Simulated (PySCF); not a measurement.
# How well do the runs reproduce experiment for CFCl3?

**Measured values to compare with.**

NIST CCCBDB Release 22 (SRD 101), experimental dipoles lists, for the gas: dipole moment (microwave Stark effect, vibrational ground state) 0.46 ± 0.02 D.

The runs below try to reproduce these values; the comparison stands at the end.

Species: CFCl3.
Atom-mapped SMILES: `[F:1][C:2]([Cl:3])([Cl:4])[Cl:5]`

Geometry (GFN2-xTB, Å), atoms numbered from 1 in this order:
```
atom  x, y, z in Å
F1     0.0603   -0.1410    1.3961
C2     0.0046   -0.0063    0.0667
Cl3   -0.4579    1.6606   -0.3126
Cl4    1.6028   -0.3706   -0.6039
Cl5   -1.2011   -1.1397   -0.5634
```

The PySCF runs (gas phase, on this GFN2-xTB geometry; no spin–orbit coupling):

| level | job | basis functions |
| --- | --- | --- |
| B97-2/cc-pVTZ | shieldings | 162 |
| BHandHLYP/cc-pVTZ | shieldings | 162 |
| CAM-B3LYP/cc-pVTZ | shieldings | 162 |
| HCTH407/cc-pVTZ | shieldings | 162 |
| HSE06/cc-pVTZ | shieldings | 162 |
| LC-wPBE/cc-pVTZ | shieldings | 162 |
| OLYP/cc-pVTZ | shieldings | 162 |
| WP04/cc-pVTZ | shieldings | 162 |
| mPW1PW91/cc-pVTZ | shieldings | 162 |
| revPBE/cc-pVTZ | shieldings | 162 |
| wB97X-D/cc-pVTZ | shieldings | 162 |
| wB97X/cc-pVTZ | shieldings | 162 |

Results beside the measurements:

**Dipole moment.** Measured: 0.46 D (NIST CCCBDB Release 22 (SRD 101), experimental dipoles).

```csv
level,computed (D),computed − measured (D),% (from the printed values)
B97-2/cc-pVTZ,0.29,-0.17,-37
BHandHLYP/cc-pVTZ,0.41,-0.05,-11
CAM-B3LYP/cc-pVTZ,0.35,-0.11,-24
HCTH407/cc-pVTZ,0.20,-0.26,-57
HSE06/cc-pVTZ,0.30,-0.16,-35
LC-wPBE/cc-pVTZ,0.31,-0.15,-33
OLYP/cc-pVTZ,0.18,-0.28,-61
WP04/cc-pVTZ,0.42,-0.04,-9
mPW1PW91/cc-pVTZ,0.31,-0.15,-33
revPBE/cc-pVTZ,0.18,-0.28,-61
wB97X-D/cc-pVTZ,0.31,-0.15,-33
wB97X/cc-pVTZ,0.31,-0.15,-33
```

All 12 levels lie below the measurement. The computed dipoles belong to one fixed geometry; measured ones are averaged over vibrations unless marked μe. Magnitudes are compared, not signs.

No measured geometry was used, and the causes of the misses weren't examined.
